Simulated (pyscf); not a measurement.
## Four-centre exchange: H₂N–B(Cl)–Cl (SMILES NB(Cl)Cl) + SiH₄ (SMILES [SiH4]) → H₃Si–NH–B(Cl)–Cl (SMILES [SiH3]NB(Cl)Cl) + H₂ (SMILES [H][H])

Gas phase, singlet surface, charge 0. Bonds broken: N1–H5, Si7–H8. Bonds formed: N1–Si7, H5–H8. Structures and frequencies: ωB97X-D3(BJ)/def2-SVP in PySCF.

Transition state (Å):

```xyz
11

N     -1.0358     0.2832     0.7663
B     -2.0411    -0.3029    -0.0574
Cl    -1.5795    -0.7885    -1.6832
Cl    -3.6870    -0.5463     0.4929
H      0.0587    -0.2780     0.7090
H     -1.3277     0.6185     1.6850
Si     0.4303     1.3556    -0.1472
H      1.0920    -0.2113     0.3246
H     -0.6114     2.3318    -0.6400
H      1.2705     1.1987    -1.3742
H      1.1066     2.0190     0.9990
```

One imaginary mode, 1568i cm⁻¹; descent along it reached the two sides named.

```
bond    change  reactant side (Å)  saddle  product side
------  ------  -----------------  ------  ------------
N1–H5   breaks              1.012   1.231           2.8
Si7–H8  breaks              1.489   1.765           3.7
N1–Si7   forms                3.4   2.033         1.772
H5–H8    forms                2.9   1.104         0.760
```

Electronic energies relative to the separated reactants (kcal/mol):

```csv
level,barrier,reaction energy,reverse barrier
ωB97X-D3(BJ)/def2-TZVP,55.1,-6.5,61.6
PBE/def2-TZVP,51.2,-2.6,53.7
r²SCAN/def2-TZVP,52.3,-4.9,57.2
B3LYP-D3(BJ)/def2-TZVP,55.5,-5.1,60.6
PBE0-D3(BJ)/def2-TZVP,52.2,-4.1,56.3
M06-2X/def2-TZVP,55.8,-7.7,63.5
ωB97M-D3(BJ)/def2-TZVP,55.9,-4.6,60.5
HF/def2-TZVP,77.7,-0.7,78.4
```

With ωB97M-D3(BJ)/def2-TZVP energies and thermal terms (ideal gas, 1 atm, RRHO with modes under 100 cm⁻¹ raised to 100, one conformer, R ln 2 for rigid chiral ones), in kcal/mol:

```tsv
T (K)	ΔH‡	ΔG‡	ΔH	ΔG
298	53.6	63.3	-7.3	-6.1
600	53.9	73.1	-6.0	-5.3
900	54.6	82.6	-5.1	-5.2
1200	55.5	91.8	-4.4	-5.3
```

One saddle was located; it need not be the lowest between these sides.
